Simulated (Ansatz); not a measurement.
# UBLYP/def2-SVPD run of SiN2H5 (SMILES N[SiH]N)

What is the vertical electron affinity of SiN2H5 at UBLYP/def2-SVPD? 

The results are computed with Ansatz 0.2.0.

50 further runs of the same task are left out: 50 set aside as unsound or not needed.

## (1) The structure to begin with

The species is SiN2H5 (8 atoms), meant as a doublet with charge 0. As SMILES, `N[SiH]N`. Geometry: relaxed at PBE0-D4/def2-TZVP. This is one conformer, not always the lowest.

Bond lengths: N1–Si2 1.713 Å, Si2–N3 1.720 Å, N1–H4 1.008 Å, N1–H5 1.005 Å, Si2–H6 1.504 Å, N3–H7 1.008 Å, N3–H8 1.008 Å. Angles: N1–Si2–N3 106.1°, N1–Si2–H6 117.2°, N3–Si2–H6 103.6°, Si2–N1–H4 122.2°, Si2–N1–H5 121.8°, Si2–N3–H7 120.2°, Si2–N3–H8 119.6°, H4–N1–H5 112.8°, H7–N3–H8 111.5°.

## (2) The energy at UBLYP/def2-SVPD

input.yaml

```yaml
crystal:
  periodic: [false, false, false]
  atoms:
    - {symbol: N, position_ang: [-1.027000, 0.622100, -0.768300]}
    - {symbol: Si, position_ang: [0.527700, 0.579900, -0.050700]}
    - {symbol: N, position_ang: [0.789500, -1.052600, 0.425100]}
    - {symbol: H, position_ang: [-1.817900, 0.144500, -0.364600]}
    - {symbol: H, position_ang: [-1.296600, 1.349400, -1.406800]}
    - {symbol: H, position_ang: [0.716400, 1.354100, 1.225100]}
    - {symbol: H, position_ang: [0.730800, -1.794000, -0.255200]}
    - {symbol: H, position_ang: [1.468900, -1.260500, 1.139500]}
basis:
  gaussian: {orbitals: def2-SVPD}
magnetization: {spin_polarized: true, initial_magnetization: 1}
hamiltonian: {xc: {name: BLYP}}
accuracy: high
output: {orbitals: {seedname: orbitals}}
```

Command:

```bash
$ ansatz run input.yaml --threads 1 --pin off --max-ram 3480MiB --events-out events.jsonl --progress --plain --runs-dir runs
```

What it wrote:

```text
Warning: RAYON_NUM_THREADS=1 ignored (pool sized by the plan → 1); use --threads N
Functional definition: BLYP
  name "BLYP"
  parameter beta = 0.0042
  parameter a = 0.04918
  parameter b = 0.132
  parameter c = 0.2533
  parameter d = 0.349
  exchange = b88_x(beta = beta)
  correlation = lyp_c(a = a, b = b, c = c, d = d)
2133 factors; integrals over basis functions are off by at most 3.5e-9 eV
mean field evaluation 1: about -10917.6098 eV, gradient 6.3e1 eV
mean field evaluation 2: about -10848.0056 eV, gradient 1.2e2 eV
mean field evaluation 4: about -10932.9947 eV, gradient 1.0e1 eV
mean field evaluation 8: about -10933.5082 eV, gradient 1.6e-1 eV
mean field evaluation 16: about -10933.5084 eV, gradient 4.0e-5 eV
mean field -10933.50837480 eV, -401.7990217759 hartree, gradient 5.7e-8 eV, S^2 0.751545; 0 other end points of the search recorded, 0 dependent functions left out
reference -10933.50842953 eV, -401.7990237872 hartree; 17, 16 occupied and 87, 88 virtual orbitals, 2133 factors
Total energy: -10933.50842953 eV, -401.7990237872 hartree
```

It took 8.4 s on 1 thread of Arm Neoverse V2, shared host; peak memory 0.33 GiB.

## (3) The singlet anion at the same level

Edit input.yaml of step 2 so:

```diff
@@ -5,3 +5,3 @@
     - {symbol: Si, position_ang: [0.527700, 0.579900, -0.050700]}
-    - {symbol: N, position_ang: [0.789500, -1.052600, 0.425100]}
+    - {symbol: "N", position_ang: [0.789500, -1.052600, 0.425100]}
     - {symbol: H, position_ang: [-1.817900, 0.144500, -0.364600]}
@@ -13,5 +13,5 @@
   gaussian: {orbitals: def2-SVPD}
-magnetization: {spin_polarized: true, initial_magnetization: 1}
-hamiltonian: {xc: {name: BLYP}}
 accuracy: high
 output: {orbitals: {seedname: orbitals}}
+hamiltonian: {xc: {name: BLYP}}
+total_charge: -1
```

Command:

```bash
$ ansatz run input.yaml --threads 1 --pin off --max-ram 3480MiB --events-out events.jsonl --progress --plain --runs-dir runs
```

What it wrote:

```text
Warning: RAYON_NUM_THREADS=1 ignored (pool sized by the plan → 1); use --threads N
[... 9 set-up lines as earlier in the session ...]
2134 factors; integrals over basis functions are off by at most 3.6e-9 eV
mean field evaluation 1: about -10927.4728 eV, gradient 5.1e1 eV
mean field evaluation 2: about -10902.6078 eV, gradient 1.1e2 eV
mean field evaluation 4: about -10933.0364 eV, gradient 7.8e0 eV
mean field evaluation 8: about -10933.2227 eV, gradient 3.1e-1 eV
mean field evaluation 16: about -10933.2231 eV, gradient 3.2e-5 eV
mean field -10933.22314106 eV, -401.7885396292 hartree, gradient 4.3e-8 eV, S^2 0.000000; 1 other end points of the search recorded, 0 dependent functions left out
reference -10933.22319099 eV, -401.7885414642 hartree; 17, 17 occupied and 87, 87 virtual orbitals, 2134 factors
Total energy: -10933.22319099 eV, -401.7885414642 hartree
```

Wall time 6.9 s (1 thread of Arm Neoverse V2, shared host); peak memory 0.28 GiB.

## (4) Results

Level: UBLYP/def2-SVPD.

```
                                                            quantity          value
                                        doublet SiN2H5: total energy  -401.79902 Eh
                  doublet SiN2H5: HOMO energy (highest over α and β)       -3.73 eV
                   doublet SiN2H5: LUMO energy (lowest over α and β)       -2.36 eV
                                                doublet SiN2H5: ⟨S²⟩          0.752
                                         singlet anion: total energy  -401.78854 Eh
                                          singlet anion: HOMO energy        2.78 eV
                                          singlet anion: LUMO energy        4.11 eV
singlet anion: HOMO–LUMO gap (to an unbound level, set by the basis)        1.33 eV
                   vertical electron affinity (to the singlet anion)      -0.285 eV
```

In words: The anion lies 0.29 eV (27.5 kJ/mol) above the neutral: the electron isn't bound at this level, and such a value depends on the basis. The HOMO (singlet anion) lies at positive energy, 2.78 eV, as semi-local functionals often give for anions; only total energies tell whether the electron is bound.
